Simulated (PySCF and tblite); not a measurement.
C5H9F, numbered as in [CH3:1][C@H:2]([F:3])[CH:4]1[CH2:5][CH2:6]1. Search: ETKDG and KDG, MMFF94s, GFN2-xTB, 90 starts; geometries at GFN2-xTB. Weights use CAM-B3LYP-D3(BJ)/def2-TZVP (IEF-PCM, chloroform) energies plus GFN2-xTB zero-point and thermal terms (modes under about 100 cm⁻¹ blended into free rotors). Symmetry numbers and mirror images are counted. Conformers within 2.5 kcal/mol (GFN2-xTB free energy) were kept, 3 at most. GIAO shieldings: B3LYP/pcSseg-1 (IEF-PCM, chloroform). Couplings: B3LYP/6-31G* with pcJ-1 on H, F (gas phase; spin-dipole term only for pairs with B, N, F, Si or P). H–H couplings come out 0.1 to 0.9 Hz lower than with pcJ-1 on all atoms. Shifts are against TMS (¹H), TMS (¹³C) at the same level. Programs: PySCF with density fitting and tblite.

Torsions listed: F3–C2–C4–C5.

Two conformers hold nearly all the population. I: -38°; δ(H2) = 5.24 ppm. II: 84°; δ(H2) = 3.98 ppm. The average over the ensemble at 298.15 K is 4.16 ppm.

(1) What populations and free-energy difference follow from a two-state model?

Answers

(1) p(I) = (4.16 − 3.98)/(5.24 − 3.98) = 0.14, so K = p(II)/p(I) = 6.00 and G(II) − G(I) = −RT ln K = -1.06 kcal/mol. The weights computed directly are 12.0 % and 86.0 %, with 1.9 % in minor conformers.
